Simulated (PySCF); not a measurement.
# Do core-level shifts follow atomic charges?

Species: C5H5F.
Geometry (PBE0-D3(BJ)/def2-SVP, Å), atoms numbered from 1 in this order:
```
atom  x, y, z in Å
C1     1.508   -1.541   -1.283
C2     0.872   -0.601   -0.858
C3     0.118    0.517   -0.366
C4    -0.112    0.680    1.131
C5    -1.237    0.290    0.253
F6    -1.695   -0.976    0.329
H7     2.069   -2.376   -1.659
H8     0.224    1.437   -0.950
H9    -0.083    1.688    1.553
H10    0.300   -0.109    1.764
H11   -2.035    1.005    0.026
```

Binding energies: PySCF 2.14.0, delta-SCF UKS SCAN, pcX-2 on the ionised atom, pcseg-1 elsewhere, spin-free X2C. Charges: PBE0/pcSseg-1 ground-state density, for the ionised atom.

| atom | environment | C 1s (eV) | Mulliken (e) | IAO (e) | Hirshfeld (e) | ESP (e) |
| --- | --- | --- | --- | --- | --- | --- |
| C1 | terminal alkyne carbon | 290.11 | -0.360 | -0.242 | -0.122 | -0.410 |
| C2 | alkyne carbon | 290.76 | +0.316 | -0.027 | -0.049 | -0.005 |
| C4 | three-membered-ring carbon | 291.16 | -0.196 | -0.297 | -0.086 | -0.381 |
| C3 | propargylic carbon | 291.78 | -0.354 | -0.173 | -0.038 | -0.051 |
| C5 | sp3 C–F carbon | 293.26 | +0.233 | +0.179 | +0.056 | +0.091 |

Q: Give the correlation coefficient and slope of binding energy on charge for each scheme.

A: Hirshfeld: r = 0.94, slope 17.0 eV per e; IAO: r = 0.74, slope 4.6 eV per e; ESP: r = 0.71, slope 3.7 eV per e; Mulliken: r = 0.39, slope 1.5 eV per e. Hirshfeld charges have the highest r, on only 5 points.

Q: The point-charge model writes a binding energy as kq + V + constant, with V the potential of the other atoms' charges at the site. What does it give with the ESP charges?

A: V = Σ 14.40 eV Å × q/r over all other atoms: +4.19 eV at C1, -2.78 eV at C2, +5.17 eV at C4, +0.10 eV at C3, -1.85 eV at C5. Fitting binding energy − V to q gives k = 18.6 eV per e and leaves an rms residual of 0.37 eV, against 0.75 eV for the fit on q alone. The model has no term for differences in relaxation between sites.

Spin contamination (⟨S²⟩ against 0.75 for a pure doublet) is marked for C 1s of C2 (0.87), which makes this value less certain. Isolated species at its PBE0-D3(BJ)/def2-SVP geometry, gas phase.
